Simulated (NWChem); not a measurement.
Molecule: C2H3F; SMILES C=CF

```xyz
6

C     -0.2367     1.1688     0.0000
C      0.4249     0.0197     0.0000
F     -0.1840    -1.1614     0.0000
H     -1.3284     1.1910     0.0000
H      0.3163     2.1084     0.0000
H      1.5158    -0.0751     0.0000
```
Atoms are numbered in this order, from 1.

Computed with NWChem. Geometry optimised at PBE0/def2-SVP; all other runs use it. 

```csv
quantity,level,value
dipole in solution (D) in n-hexane,"PBE0/def2-SVP, SMD",___
"vertical ionisation energy, ΔSCF (eV)",PBE0/def2-SVP,10.32
"vertical, lowest state with f > 0.02, singlet (eV)","PBE0/def2-SVPD, TDA",7.42
"anisotropy (bohr³), static",PBE0/def2-SVPD,___
dipole (D),PBE0/def2-SVP,___
highest harmonic frequency (cm⁻¹),PBE0/def2-SVP,3307
```

Q: Complete the blanks.

A: 
- dipole in solution (D) in n-hexane, value: 1.38
- anisotropy (bohr³), static, value: 12.9
- dipole (D), value: 1.25
